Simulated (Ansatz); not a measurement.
H2Si, SMILES [SiH2] (connectivity only; charge and spin as stated), charge +1, multiplicity 2.

The structure is a stationary point at PBE0-D3(BJ)/def2-TZVPD. The isomer is the one that the SMILES or the coordinates give; other isomers of the formula were not compared.

Two levels are set side by side: PBE/def2-TZVPD (Ansatz, a quantum-chemistry and plane-wave program) and ωB97X-V/def2-TZVPD (Ansatz). Energy differences of separate SCF runs at the same geometry; the states with an electron removed or added have multiplicity 1 and 1. Differences are taken from unrounded values.

| quantity | ωB97X-V |
|---|---|
| vertical ionisation energy (eV) | 17.72 |
| vertical electron affinity (eV) | 8.48 |

Problem. What does PBE give, and how far is it from ωB97X-V? (An estimate is asked for; the answer gives what the named calculation found.)

Solution. 
| quantity | PBE | PBE minus ωB97X-V |
|---|---|---|
| vertical ionisation energy (eV) | 17.79 | 0.07 |
| vertical electron affinity (eV) | 8.43 | -0.05 |

On these quantities the two levels nearly agree.
